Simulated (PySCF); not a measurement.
Homolysis of single bonds, series allyl-X. Gas-phase values, no solvent. One relaxed conformer stands for each flexible species; it need not be the lowest. Strings in code marks are SMILES.

Quantity: electronic energy of isomers of CH3S, doublet states, relative to `C[S]`, in kJ/mol.

Case: `[CH2]S`. Geometry of `[CH2]S` (neutral, multiplicity 2, Å):

```xyz
5

C     -0.5678    -0.0451    -0.0050
S      1.0120    -0.6831     0.1061
H     -1.3837    -0.7476     0.0675
H     -0.7508     1.0091    -0.1369
H      1.6902     0.4667    -0.0318
```

### Question
Give the electronic energy of isomers of CH3S, doublet states, relative to `C[S]` at the level B3LYP-D3(BJ)/def2-TZVP // PBE0-D4/def2-TZVP (PySCF).

### Answer
41.9 kJ/mol.
